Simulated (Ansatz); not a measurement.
hcp Hf, treated with PBE (Ansatz, a program for electronic structure, PAW).

Numerical settings: plane-wave cutoff 520 eV, 18×18×8 k mesh (along the axes of the cell as run), Fermi–Dirac smearing 0.1 eV, perturbation theory, scalar-relativistic PAW data made under PBE.

Computed at the level's own relaxed cell.

Harmonic phonon frequencies (cm⁻¹; i marks an imaginary mode):

```tsv
q point	frequencies
Γ	0 0 0 78 78 102
M	64 71 118 119 124 132
K	___
A	55 55 55 55 106 106
L	97 97 98 98 146 146
H	55 55 133 133 142 142
```

Problem. Complete the blanks.

Solution. 
- K, frequencies: 99 99 109 109 112 151

No imaginary mode appears at these points.
